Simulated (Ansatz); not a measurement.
Reaction (SMILES): [S+]#[C-] (C-S) → C atom + S atom
B3LYP-D3(BJ)/def2-TZVP geometries, fixed; electronic energies without zero-point terms.

Basis-set convergence of the atomisation energy at PBE with Ansatz (an electronic-structure program). Cartesian d functions, on some or all atoms, in 6-311G**, 6-311+G**; all else is spherical. The program fits the integrals of some runs and decomposes those of others, by size. Open shells are unrestricted. No added dispersion term, no relativity. Functions are those of the species that has most. Reference: the value in aug-cc-pV(5+d)Z, 179.68 kcal/mol, itself unsure by roughly 0.04 kcal/mol (its mean distance from pcseg-4, aug-pcseg-3, aug-cc-pV(Q+d)Z). Deviations are taken from unrounded values.

```tsv
basis	functions	atomisation energy (kcal/mol)
def2-SVP	32	179.60
def2-SVPD	47	178.15
pcseg-1	32	174.39
aug-pcseg-1	50	176.30
cc-pV(D+d)Z	37	177.68
aug-cc-pV(D+d)Z	55	177.76
6-311G**	45	175.47
6-311+G**	53	176.07
pcseg-2	64	178.80
aug-pcseg-2	96	179.07
def2-TZVP	68	179.77
def2-TZVPD	83	179.60
cc-pV(T+d)Z	69	179.11
aug-cc-pV(T+d)Z	101	179.21
def2-TZVPP	73	179.78
def2-TZVPPD	88	179.61
cc-pV(Q+d)Z	119	179.51
aug-cc-pV(Q+d)Z	169	179.64
pcseg-3	124	179.51
aug-pcseg-3	174	179.65
def2-QZVPP	127	179.26
def2-QZVPPD	142	179.47
cc-pV(5+d)Z	191	179.54
aug-cc-pV(5+d)Z	263	179.68
```

What the diffuse functions change, pair by pair:
- def2-SVP to def2-SVPD: 15 more functions, deviation -0.09 to -1.53 kcal/mol
- pcseg-1 to aug-pcseg-1: 18 more functions, deviation -5.29 to -3.38 kcal/mol
- cc-pV(D+d)Z to aug-cc-pV(D+d)Z: 18 more functions, deviation -2.00 to -1.92 kcal/mol
- 6-311G** to 6-311+G**: 8 more functions, deviation -4.21 to -3.62 kcal/mol
- pcseg-2 to aug-pcseg-2: 32 more functions, deviation -0.88 to -0.61 kcal/mol
- def2-TZVP to def2-TZVPD: 15 more functions, deviation 0.09 to -0.08 kcal/mol
- cc-pV(T+d)Z to aug-cc-pV(T+d)Z: 32 more functions, deviation -0.57 to -0.47 kcal/mol
- def2-TZVPP to def2-TZVPPD: 15 more functions, deviation 0.10 to -0.07 kcal/mol
- cc-pV(Q+d)Z to aug-cc-pV(Q+d)Z: 50 more functions, deviation -0.17 to -0.04 kcal/mol
- pcseg-3 to aug-pcseg-3: 50 more functions, deviation -0.18 to -0.03 kcal/mol
- def2-QZVPP to def2-QZVPPD: 15 more functions, deviation -0.42 to -0.21 kcal/mol
- cc-pV(5+d)Z to aug-cc-pV(5+d)Z: 72 more functions, deviation -0.14 to 0.00 kcal/mol

Leaving out the reference's own pair, they bring the value nearer the reference by more than 0.04 kcal/mol in 8 of 11 pairs.
